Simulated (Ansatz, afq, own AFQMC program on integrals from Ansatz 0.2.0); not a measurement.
C₂H₆AlO, doublet in def2-SVP, levels against AFQMC with the constraint released

```xyz
10

C    -1.5931   -0.5025    0.6173
C    -0.5776   -0.5665   -0.5172
Al    1.1144    0.4506   -0.3099
O     2.1997    0.3260   -1.6333
H    -1.9298    0.5291    0.8088
H    -2.4941   -1.1009    0.4017
H    -1.1746   -0.8800    1.5642
H    -0.2615   -1.6079   -0.7164
H    -1.0127   -0.2050   -1.4681
H     3.0550    0.7570   -1.6843
```

Basis def2-SVP. Noble-gas cores (and the filled d shells of Ga–Kr and In–Xe) are frozen. Integrals, coupled cluster, full CI and functionals: Ansatz 0.2.0; the random walks run on the same integrals in our own AFQMC program. ph-AFQMC/CISD is guided by a CISD state made of CCSD amplitudes; releasing the constraint for a short imaginary time cuts its bias at the price of noise, slowly where states lie close. ± is one standard error of the sampling.

Determinant: UHF, the one that the program's search chose, which needn't be the lowest solution. The geometry is a PBE0/def2-SVP stationary point of this or a neighbouring charge and spin state.

No full CI on the walks' own integrals is used here. The released AFQMC energy serves as the reference, which it does only where one determinant dominates, the energy is flat over the last release times and near the phaseless one (40 meV or 2 meV an electron, half that with transition metals). On small molecules, where full CI could be run and the noise was under 10 meV, such values lay within 10 meV of it in 19 cases of 20, a flattering rate, since the rule was set on those same cases; what remains of the bias isn't in the error bar.

Cautions: the released value is read at 0.90 1/Eh (meV from the phaseless value at times in 1/Eh: 0 ± 9 at 0.21, -10 ± 8 at 0.42, 5 ± 6 at 0.63, -7 ± 9 at 0.90).

```
T1 diagnostic                               : 0.0146
weight of the determinant in the CISD state : 0.820
⟨S²⟩ of the determinant                     : 0.756
size of the correlated space                : 23 electrons in 82 orbitals
```

```tsv
level	correlation energy (eV)
MP2	-14.3093
CCSD	-15.4084
CCSD(T)	-15.8143
```

(1) Estimate where phaseless AFQMC with a CISD trial lies against CCSD(T) on the same integrals.

(1) 57.1 ± 9.3 meV below CCSD(T).

Reference: AFQMC with the constraint released, correlation energy -15.878 ± 0.009 eV.

```csv
level,E − E(reference) (meV),share of correlation (%)
CCSD(T),63.7 ± 9.5,99.60
ph-AFQMC/CISD,6.6 ± 13.2,99.96
```

Released energies are given only where the last usable release times agree within the noise; a slower fall can still hide under it.
